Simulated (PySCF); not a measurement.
carbonyl sulfide: removing and adding an electron

System: carbonyl sulfide, `O=C=S` (COS). Coordinates in Å; atoms count from 1 in this order:
```
O    -1.2855    0.1156   -0.0125
C    -0.1296    0.1030   -0.0083
S     1.4355    0.0860   -0.0027
```

Computed at B3LYP-D3(BJ)/ma-def2-TZVP // PBE0-D3(BJ)/ma-def2-SVP with PySCF (density fitting, grid level 2). Zero-point and thermal terms (298.15 K, 1 bar) come from unscaled PBE0-D3(BJ)/ma-def2-SVP harmonic frequencies, with soft modes damped to free rotors in the entropy.

Frontier levels of the parent: HOMO -8.44 eV, LUMO -1.22 eV.

Oxidation to the radical cation:
* Vertical ionisation energy (electronic): 11.29 eV
* Adiabatic ionisation energy (with zero-point energy): 11.18 eV
* Adiabatic, electronic part: 11.20 eV
* Vertical gap at the product's structure: 11.08 eV
* Inner reorganisation energy (four-point): 211 meV
* Relaxation of product / of parent: 89 / 123 meV
* ⟨S²⟩ of the product: 0.758
* Largest spin populations: S3 0.87, O1 0.20
* Largest changes of atomic charge: S3 0.61, O1 0.27, C2 0.12
* Distances that move most (Å): C2–S3 1.565 → 1.632; O1–C2 1.156 → 1.130

Reduction to the radical anion:
- Vertical electron affinity (electronic): -0.66 eV
- Adiabatic electron affinity (with zero-point energy): 0.14 eV
- Adiabatic, electronic part: 0.07 eV
- Vertical gap at the product's structure: 1.57 eV
- ⟨S²⟩ of the product: 0.755
- Largest spin populations: C2 0.58, O1 0.22, S3 0.20
- Largest changes of atomic charge: S3 -0.51, C2 -0.29, O1 -0.20
- Distances that move most (Å): C2–S3 1.565 → 1.699; O1–C2 1.156 → 1.206

Measured values (NIST Chemistry WebBook, evaluated or the median of agreeing entries): adiabatic ionisation energy 11.18 eV (computed 11.18, difference 0.00).

Caveats: a negative vertical affinity means that the electron isn't bound at that structure, so the value and what is derived from it hang on the basis.

Run with `OMP_NUM_THREADS=1 python redox_run.py task.json out` on 1 thread of Arm Neoverse V1, a shared host. Structures, frequencies and single points: 61 s of wall time.
